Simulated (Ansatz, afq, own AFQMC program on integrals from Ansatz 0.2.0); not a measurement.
H2O + NH, triplet in cc-pVTZ along one coordinate

```xyz
5

O    -1.1950    0.0024    0.0000
H    -1.4443    0.9289    0.0000
H    -0.2354    0.0024    0.0000
N     1.3680    0.0024    0.0000
H     1.6371   -1.0019    0.0000
```

A hydrogen atom is moved from one rigid fragment to the other; the O1–H3 distance tells how far. The two fragments are held close together, so this isn't a minimum-energy path and the start is a compressed complex. Energies in mEh count from this geometry (0.960 Å) at the same level; the start stands on UHF, each point on the determinant named.

Basis cc-pVTZ. Noble-gas cores (and the filled d shells of Ga–Kr and In–Xe) are frozen. Ansatz 0.2.0 and our own AFQMC program on the same integrals; the CISD trial comes from CCSD amplitudes, and released means the phaseless constraint is let go. Uncertainties: one standard error, sampling alone.

Cautions, each for one point or more: lower spins were not checked; unrestricted determinant slightly spin contaminated.

```json
{"r(O1–H3) / Å": "1.121", "det.": "UHF", "T1": "0.016", "weight": "0.88", "⟨S²⟩": "2.02", "MP2": "18.0", "B3LYP": "11.4", "CCSD(T)": "17.1"}
{"r(O1–H3) / Å": "1.201", "det.": "UHF", "T1": "0.019", "weight": "0.88", "⟨S²⟩": "2.04", "MP2": "32.2", "B3LYP": "19.9", "CCSD(T)": "29.5"}
{"r(O1–H3) / Å": "1.282", "det.": "UHF", "T1": "0.024", "weight": "0.87", "⟨S²⟩": "2.09", "MP2": "47.7", "B3LYP": "25.7", "CCSD(T)": "39.2"}
{"r(O1–H3) / Å": "1.362", "det.": "UHF", "T1": "0.036", "weight": "0.85", "⟨S²⟩": "2.07", "MP2": "55.4", "B3LYP": "27.9", "CCSD(T)": "43.2"}
{"r(O1–H3) / Å": "1.523", "det.": "UHF", "T1": "0.022", "weight": "0.88", "⟨S²⟩": "2.02", "MP2": "47.7", "B3LYP": "28.6", "CCSD(T)": "40.1"}
```

(1) Estimate the curve of phaseless AFQMC with a CISD trial, counted from the same start.

Results:

(1) 
```csv
r(O1–H3) / Å,det.,T1,weight,⟨S²⟩,ph-AFQMC/CISD
1.121,UHF,0.016,0.88,2.02,17.7 ± 0.4
1.201,UHF,0.019,0.88,2.04,30.0 ± 0.5
1.282,UHF,0.024,0.87,2.09,40.2 ± 0.4
1.362,UHF,0.036,0.85,2.07,42.8 ± 0.5
1.523,UHF,0.022,0.88,2.02,40.0 ± 0.4
```

Weight is that of the determinant in the CISD state; at the start T1 is 0.011 and the weight 0.89, and ⟨S²⟩ is 2.02. Largest departures from phaseless AFQMC with a CISD trial: CCSD(T) -1.0 mEh at 1.282 (on UHF), MP2 12.6 mEh at 1.362 (on UHF), B3LYP -14.9 mEh at 1.362. The walk's constraint bias lies outside its error bars, so these are departures and not errors. Functionals count only at points shown to share the start's state and spin.

A walk keeps the symmetry of its determinant, which the program's search chose and which needn't be the lowest solution, so a lower state of the same spin and another symmetry isn't excluded.
